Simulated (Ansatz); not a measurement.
fcc Ir: LDA at its full settings (plane-wave cutoff 520 eV, 24×24×24 k mesh, Fermi–Dirac smearing 0.05 eV, no spin polarisation, scalar-relativistic PAW data made under PBE) and at cheaper ones, in a cell of 1 atom with Γ-centred meshes.

| level and setting | equilibrium lattice constant a (Å) | bulk modulus (GPa) |
|---|---|---|
| LDA (Ansatz) | 3.811 | 405 |
| LDA (Γ point alone) (Ansatz) | 3.865 | 519 |
| LDA (2×2×2 k mesh) (Ansatz) | 4.073 | 263 |
| LDA (4×4×4 k mesh) (Ansatz) | ? | ? |

**Question.** Fill in the missing entries.

**Answer.** 
- LDA (4×4×4 k mesh) (Ansatz, a program for electronic structure), equilibrium lattice constant a (Å): 3.778
- LDA (4×4×4 k mesh) (Ansatz), bulk modulus (GPa): 431

Largest shifts from the full settings: lattice constant a +6.87 % (LDA (2×2×2 k mesh)), against a difference of -0.52 % of the full result from the reference 3.831 Å (measured, static lattice: zero-point anharmonic expansion removed; as tabulated in Mejia-Rodriguez and Trickey (2018), arXiv:1807.09216); bulk modulus -35 % (LDA (2×2×2 k mesh)), against a difference of +11.0 % of the full result from the reference 365 GPa (measured, corrected for temperature and zero-point phonon effects; as tabulated in Levämäki et al. (2014), arXiv:1402.3671).

Ansatz's density-functional and Hartree–Fock values are scalar-relativistic unless marked +SOC, with PAW data made under PBE.

Run with cheap settings on purpose, which may leave them unconverged: LDA (2×2×2 k mesh), LDA (4×4×4 k mesh), LDA (Γ point alone).
